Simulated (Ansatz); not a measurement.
Band gap (eV) along a series of related solids, from PBE (plane waves, PAW; Ansatz, a program for electronic structure); revPBE (plane waves, PAW; Ansatz).

| solid | PBE | revPBE |
|---|---|---|
| zinc-blende BAs | 1.18 | 1.24 |
| zinc-blende AlAs | 1.45 | 1.59 |
| zinc-blende GaAs | 0.52 | 0.09 |
| zinc-blende InAs | 0.00 | 0.00 |

A member of the series is missing where a level wasn't run or failed, where a doubt is noted on the run or the magnetic state, for phases of high temperature or layered ones, and where values are held back for tests.

A gap of zero means that the bands touch or overlap. Density-functional gaps are differences of (generalised) Kohn–Sham levels.

Levels without +SOC have no spin–orbit coupling; where heavier elements are present it shifts gaps, mostly down, and can invert bands. Cells: PBE at the measured cell; revPBE at the level's own equilibrium cell. Ansatz's density-functional and Hartree–Fock values are scalar-relativistic unless marked +SOC, with PAW data made under PBE.
